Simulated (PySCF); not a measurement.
## C2H6S2: core ionisation energies

Compound: C2H6S2.
Atom-mapped SMILES: `[CH3:1][S:2][S:3][CH3:4]`

Method used: delta-SCF UKS SCAN, pcX-2 on the ionised atom, pcseg-1 elsewhere, spin-free X2C in PySCF 2.14.0. Vertical ΔSCF values, vacuum level as zero.

Give the core binding energies atom by atom.

```json
{"atom(s)": "C1/C4", "environment": "S-methyl carbon", "level": "C 1s", "binding energy (eV)": "291.23", "count": "2"}
{"atom(s)": "S2/S3", "environment": "disulfide sulfur", "level": "S 1s", "binding energy (eV)": "2477.36", "count": "2"}
```

Which photon energy gives electrons from C 1s of C1/C4 a kinetic energy of 50 eV, and what is their de Broglie wavelength?

hν = 291.23 + 50 = 341.23 eV, recoil neglected; λ = 12.264 Å/√(E/eV) = 1.73 Å.

What is the longest wavelength that can ionise C 1s of C1/C4 vertically?

λ = hc/E = 12398.42 eV Å / 291.23 eV = 42.573 Å.

The first atom of each set that the bonding makes equivalent was ionised and stands for the set. Not every level is listed. Isolated species at its PBE0-D3(BJ)/def2-SVP geometry (one conformer only).

Conformer computed: `[CH3:1][S:2][S:3][CH3:4]`: C1–S2–S3–C4 87°.
